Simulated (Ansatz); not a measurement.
Two shapes of singlet CO₂.

Shape 1:

```xyz
3

O    -0.0130   -0.0123   -1.2060
C    -0.0472    0.0129   -0.0104
O     0.0186    0.0373    1.1318
```

Shape 2:

```xyz
3

O     0.0000    0.0000   -1.2521
C     0.0000    0.0000    0.0000
O     0.0000    0.0000    1.2521
```

Basis set: cc-pVTZ (spherical functions). Left uncorrelated: 3 orbitals. Charge 0, multiplicity 1.

Computed with Ansatz (development build ahead of 0.2.0); each method stands on the lowest determinant of its kind that the runs found.

(1) Which shape is lower in energy, and by how much in each method?

## Answers

(1)

| method | E(2) − E(1) (eV) |
| --- | --- |
| RHF | 1.174 |
| RHF-MP2 | 0.512 |

Shape 1 is lower.
